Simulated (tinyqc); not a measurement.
Inside a calculation. Method: geometry optimisation on the RHF/sto-3g surface (energies and gradients from PySCF), for H2F+, spin multiplicity 1. Computed by tinyqc, a small Python program that keeps every step (integrals from PySCF). Settings: charge = 1, multiplicity = 1, basis = sto-3g, optimiser = bfgs, first Hessian = 0.6, largest step = 0.3, iteration cap = 30. Command: `OMP_NUM_THREADS=1 python tinyqc.py 23703 23704 out.jsonl` (the two numbers bound the seeds that draw the settings). One thread of a shared host (Intel(R) Xeon(R) Processor @ 2.60GHz), about 0.6 s of CPU time with the checks.

## Step 1: energy and gradient

positions at the start (bohr):
```
            x          y         z
1F  -0.079368   0.045353  0.111494
2H  -0.041574   1.472097  0.729434
3H   0.054802  -1.398397  0.771008
```

Self-consistent energy and analytic gradient at these positions.

energy = -98.80021597 hartree

gradient (hartree/bohr):
```
              x            y            z
1F   0.03024246   0.05404967   0.23810347
2H  -0.00951158  -0.24499384  -0.12862707
3H  -0.02073089   0.19094416  -0.10947640
```

## Step 1: move

Quasi-Newton step p = -H^(-1) g (first H = 0.6 times the unit matrix); steps longer than 0.3 bohr are cut back (factor 0.417 here).

positions after step 1 (bohr):
```
            x          y          z
1F  -0.100402   0.007762  -0.054106
2H  -0.034959   1.642488   0.818894
3H   0.069220  -1.531198   0.847148
```

## Step 2: energy and gradient

As before.

energy = -98.86125457 hartree

gradient (hartree/bohr):
```
              x            y            z
1F   0.00548886  -0.03564795   0.03249968
2H  -0.00132448   0.01730718  -0.00579039
3H  -0.00416437   0.01834076  -0.02670929
```

## Step 2: move

inverse Hessian in use (bohr^2/hartree):
```
           1          2          3          4          5          6          7          8
1   1.664520  -0.016778  -0.019953   0.000790   0.034977   0.014128   0.001357  -0.018199
2  -0.016778   1.613553  -0.137546   0.005481   0.167346   0.080291   0.011297  -0.114232
3  -0.019953  -0.137546   1.485561   0.007176   0.300089   0.124209   0.012777  -0.162543
4   0.000790   0.005481   0.007176   1.666382  -0.011927  -0.004930  -0.000505   0.006446
5   0.034977   0.167346   0.300089  -0.011927   1.240860  -0.189248  -0.023050   0.258461
6   0.014128   0.080291   0.124209  -0.004930  -0.189248   1.585320  -0.009198   0.108957
7   0.001357   0.011297   0.012777  -0.000505  -0.023050  -0.009198   1.665815   0.011753
8  -0.018199  -0.114232  -0.162543   0.006446   0.258461   0.108957   0.011753   1.522438
9   0.005824   0.057255   0.056897  -0.002246  -0.110840  -0.042862  -0.003578   0.053586

           9
1   0.005824
2   0.057255
3   0.056897
4  -0.002246
5  -0.110840
6  -0.042862
7  -0.003578
8   0.053586
9   1.652632
```

Quasi-Newton step p = -H^(-1) g (the inverse Hessian comes from BFGS updates; coordinates in the order x, y, z of each atom); steps longer than 0.3 bohr are cut back.

positions after step 2 (bohr):
```
            x          y          z
1F  -0.109515   0.071092  -0.107091
2H  -0.032796   1.608125   0.826909
3H   0.076171  -1.560164   0.892118
```

## Convergence

Stop when the largest gradient component is below 3e-5 hartree/bohr. The inverse Hessian follows the BFGS update with s = step, y = change of gradient.

Course of the optimisation:

| step | E (hartree) | largest gradient (hartree/bohr) |
|---|---|---|
| 1 | -98.80021597 | 2.45e-01 |
| 2 | -98.86125457 | 3.56e-02 |
| 3 | -98.86095241 | 6.13e-02 |
| 4 | -98.86355491 | 1.51e-02 |
| 5 | -98.86389922 | 9.22e-03 |
| 6 | -98.86408282 | 4.95e-03 |
| 7 | -98.86410656 | 1.29e-03 |
| 8 | -98.86410758 | 7.94e-05 |
| 9 | -98.86410759 | 2.20e-06 |

Final distances (angstrom):

| pair | distance |
|---|---|
| 2H-1F | 0.973393 |
| 3H-1F | 0.973393 |
| 3H-2H | 1.613900 |

Converged in 9 steps.
